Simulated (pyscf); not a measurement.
`[O][Sn]([Cl])([Cl])[Cl]` [doublet] + `[H][H]` -> `[OH][Sn]([Cl])([Cl])[Cl]` + `[H]` [doublet], a hydrogen abstraction (doublet surface; H–H broken, H–O formed). Structures and frequencies: ωB97X-D3(BJ)/def2-SVP in PySCF. Energies in kJ/mol from the separated reactants.

Small-basis levels: PySCF, no dispersion term, spherical d functions. AM1 to PM7: differences of heats of formation from MOPAC, which are fitted to 298 K values and so differ in kind from electronic energies by zero-point and thermal terms. GFN2-xTB: tblite. Open shells are spin-unrestricted. 

```
level                    barrier  reaction energy
-----------------------  -------  ---------------
MP2/6-31G*+LANL2DZ          36.3           -108.4
BP86/6-31G*+LANL2DZ        -11.7            -49.8
PBE/6-31G*+LANL2DZ         -16.8            -67.1
B3LYP/LANL2DZ                1.1            -31.3
B3LYP/6-31G*+LANL2DZ         7.9            -42.2
B3LYP/6-311+G**+LANL2DZ      1.7            -57.5
PBE/def2-SVP               -23.1            -74.7
GFN2-xTB                     ___           -179.0
AM1                         41.3            -44.3
PM3                          ___            +12.0
PM6                        -16.7            +41.8
PM7                         13.2            +76.3
ωB97M-D3(BJ)/def2-TZVP       ___            -66.8
```

Task: Complete the blanks.

Result: 
- GFN2-xTB, barrier: -64.3
- PM3, barrier: 45.0
- ωB97M-D3(BJ)/def2-TZVP, barrier: 8.5

Against the last row the barrier runs from -72.9 (GFN2-xTB) to +36.4 kJ/mol (PM3). At BP86/6-31G*+LANL2DZ, PBE/6-31G*+LANL2DZ, PBE/def2-SVP, GFN2-xTB, PM6, PM7 this geometry lies under one side, so the entry may be no barrier of that level: it is a single point on another level's saddle. ωB97M-D3(BJ)/def2-TZVP has limits of its own. One saddle was located; it need not be the lowest between these sides. The angle at the transferred H is 153°. In the def2 sets elements past Kr carry core potentials, without spin-orbit coupling.
